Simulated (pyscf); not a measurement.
AsH₃ + GaH₃ → AsH₃ + GaH₃ (four-centre exchange; singlet surface; As–H, Ga–H broken, As–H, Ga–H formed). PySCF, gas phase, ωB97X-D3(BJ)/def2-SVP geometries. Correlated levels are frozen-core, on RHF or UHF. ΔMP2 is the change of the MP2 total energy from the triple- to the quadruple-zeta basis. Energies in kcal/mol from the separated reactants.

```tsv
level	barrier	reaction energy
ωB97X-D3(BJ)/def2-TZVP	24.9	0.0
PBE/def2-TZVP	21.7	0.0
ωB97M-D3(BJ)/def2-TZVP	29.2	0.0
HF/def2-TZVP	45.0	0.0
MP2/def2-QZVPP	28.5	0.0
CCSD(T)/def2-TZVPP	28.1	0.0
CCSD(T)/def2-TZVPP + ΔMP2(QZVPP)	[?]	0.0
```

**Question.** Some entries are withheld; supply them.

**Answer.** 
- CCSD(T)/def2-TZVPP + ΔMP2(QZVPP), barrier: 27.6

On the reactant side the descent ends in a complex, 4.6 kcal/mol under the separated species and 29.6 kcal/mol under the saddle at ωB97X-D3(BJ)/def2-TZVP. On the product side the descent ends in a complex, 4.6 kcal/mol under the separated species and 29.6 kcal/mol under the saddle at ωB97X-D3(BJ)/def2-TZVP. At the saddle there is also a short As–Ga contact that neither side keeps. The same reactants have a lower exit, to H₂Ga–AsH₂ + H₂ (barrier +21.1 kcal/mol at ωB97M-D3(BJ)/def2-TZVP, against +29.2 kcal/mol here). One saddle was located; it need not be the lowest between these sides. The CCSD(T) − MP2 part came from Ansatz, without density fitting, on the same reference. The frozen core leaves the outer d or s,p core shells of the metals and heavy elements correlated in the MP2 and CC values, and def2-TZVPP describes them poorly, which can shift differences by a few kcal/mol. Elements up to Kr have no core potential and no relativistic terms here.
